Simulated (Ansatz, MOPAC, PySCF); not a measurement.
Reaction (SMILES): ClCCl + 2 [H][H] (H2) -> C (CH4) + 2 Cl (HCl)

Wanted: energy of full hydrogenation (enthalpy at 298 K), in kcal/mol. Terms: spin-orbit terms left out; non-relativistic; 6-31G* and kin with 6d, 5d where marked; dispersion terms only where a functional's name holds one. First-principles rows: single points at B3LYP-D3(BJ) geometries (Ansatz, an electronic-structure program), with unscaled harmonic terms from B3LYP/6-31G* at its own minima. Semi-empirical rows: MOPAC heats of formation at their own minima for 298 K.

```csv
species,coefficient,"E at M06-2X/6-31G* (5d) (PySCF), Eh","E at PBE/def2-TZVPD (Ansatz), Eh","H(298 K) - E, kcal/mol","heat of formation at PM6 (MOPAC), kcal/mol"
ClCCl,-1,-959.60026,-959.32042,21.42,-17.87
[H][H] (H2),-2,-1.16368,-1.16589,8.44,-25.73
C (CH4),+1,-40.48157,-40.46301,30.76,-12.29
Cl (HCl),+2,-460.75230,-460.62833,6.28,-32.00
```

Measured values: Active Thermochemical Tables 1.112 (ions: stationary electron), as tabulated in the package chemicals; they hold spin-orbit and core effects, anharmonicity.  Value to compare with, the measured value: -39.2 kcal/mol. 1 Eh = 627.5095 kcal/mol.

Work the quantity out at each level, and compare with the measured value.


- M06-2X/6-31G* (5d): the sum of coefficient times E is -0.05855 Eh, or -36.74 kcal/mol; the thermal terms add 5.02. Result: -31.7 kcal/mol. Its error against the measured value is 7.5 kcal/mol.
- PBE/def2-TZVPD: the sum of coefficient times E is -0.06747 Eh, or -42.34 kcal/mol; the thermal terms add 5.02. Result: -37.3 kcal/mol. Its error against the measured value is 1.9 kcal/mol.
- PM6: the sum of coefficient times heat of formation is -6.96 kcal/mol; it needs no thermal term. Its error against the measured value is 32.2 kcal/mol.
